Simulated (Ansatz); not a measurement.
A nudged elastic band was laid between two geometries of CH$_{4}$AlCl (7 atoms, charge 0, multiplicity 1).

The calculation used RKS r2SCAN/6-31G* in Ansatz 0.2.0.

| Quantity | Value |
| --- | --- |
| movable images | 5 |
| climbing image | yes |
| spring | 5.0 eV/Å² |
| optimiser | quadratic models (default) |
| start path | through a guess of the saddle point |
| force threshold | 0.05 eV/Å |
| iteration limit | 60 |
| end points | relaxed |

Image 0:

```xyz
7
Properties=species:S:1:pos:R:3
Al 0.125 0.000 0.285
H 0.080 -0.005 1.871
Cl 2.061 0.004 -0.572
C -1.437 0.001 -0.875
H -2.043 -0.901 -0.712
H -2.091 0.855 -0.648
H -1.183 0.046 -1.940
```

Image 6:

```xyz
7
Properties=species:S:1:pos:R:3
Al -0.278 -0.001 -0.177
H 1.923 0.000 0.956
Cl 3.107 0.001 1.563
C -2.035 0.000 -1.090
H -2.619 -0.906 -0.864
H -2.656 0.860 -0.794
H -1.931 0.045 -2.186
```

Task: What changes between the two ends?

Result: Bonds broken: Al1–H2, Al1–Cl3. Bonds formed: H2–Cl3. CH4AlCl becomes CH3Al + ClH.

Task: Give the energies along the band, and the barrier.

Result: The forces met the threshold. The highest image is number 3 of 0 to 6, 72.6 kcal/mol above the first end and 3.8 kcal/mol above the last; the last end lies 68.7 kcal/mol above the first. Neighbouring images differ by up to 1.7 eV, so the band resolves the path poorly. A vibrational analysis at the climbing image gives 2 clearly imaginary modes (384i, 68i cm⁻¹): a point of higher order. A lower path may pass nearby, or the ends, which weren't checked, may share the extra mode. The orbitals stay closed-shell, which can raise the energy where a bond breaks towards radicals; this wasn't checked here.

| image | path coordinate (Å) | energy (kcal/mol) | Al1–H2 (Å) | Al1–Cl3 (Å) | H2–Cl3 (Å) |
| --- | --- | --- | --- | --- | --- |
| 0 | 0.00 | 0.0 | 1.59 | 2.12 | 3.15 |
| 1 | 0.66 | 7.8 | 1.57 | 2.13 | 2.74 |
| 2 | 1.31 | 47.0 | 1.56 | 2.37 | 2.09 |
| 3 | 1.97 | 72.6 | 1.80 | 2.82 | 1.54 |
| 4 | 2.96 | 70.3 | 2.25 | 3.47 | 1.35 |
| 5 | 3.95 | 69.3 | 2.39 | 3.69 | 1.34 |
| 6 | 4.94 | 68.7 | 2.47 | 3.81 | 1.33 |

Task: What is the geometry of the highest image?

Result: 
```xyz
7
Properties=species:S:1:pos:R:3:forces:R:3
Al -0.615 0.010 0.820 0.00 0.00 -0.01
H 1.146 0.001 1.180 0.00 0.00 0.00
Cl 2.067 -0.014 -0.054 0.00 0.00 0.00
C -1.618 0.003 -0.878 0.01 0.00 0.01
H -2.217 -0.912 -0.984 0.00 0.00 0.00
H -2.315 0.851 -0.940 0.00 0.00 0.00
H -0.936 0.061 -1.736 0.00 0.00 0.00
```

Time of the run: 3.9 min on 1 thread of Intel(R) Xeon(R) Platinum 8259CL CPU @ 2.50GHz (Skylake/Cascade Lake), with other jobs on the host, peak memory 0.15 GiB.
